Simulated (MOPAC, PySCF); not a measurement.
CHCl$_{3}$, SMILES `ClC(Cl)Cl`, neutral singlet in the gas phase. 

Z-matrix (Å, degrees):
```
C
H 1 1.0846
Cl 1 1.7591 2 107.73
Cl 1 1.7591 2 107.73 3 120.00
Cl 1 1.7591 2 107.73 3 -120.00
```
Charge 0, multiplicity 1.

All levels are single points at this geometry (PBE0-D4/def2-TZVP); Pople sets use spherical d functions. Orbital energies aren't observables, and empty levels follow the basis.

SVWN5/6-31G* in PySCF gives dipole (D) = 1.25.

**Question.** Estimate the dipole (D) from each of these levels: B3LYP-D3(BJ)/def2-TZVP in PySCF; PBE0-D4/def2-TZVP in PySCF; B3LYP/6-311+G** in PySCF; PBE/6-31G* in PySCF; HF/3-21G in PySCF; HF/STO-3G in PySCF; AM1 in MOPAC; PM6 in MOPAC.

**Answer.** 
```tsv
level	dipole (D)
B3LYP-D3(BJ)/def2-TZVP in PySCF	1.08
PBE0-D4/def2-TZVP in PySCF	1.08
B3LYP/6-311+G** in PySCF	1.17
PBE/6-31G* in PySCF	1.22
HF/3-21G in PySCF	1.60
HF/STO-3G in PySCF	1.62
AM1 in MOPAC	1.15
PM6 in MOPAC	1.23
```
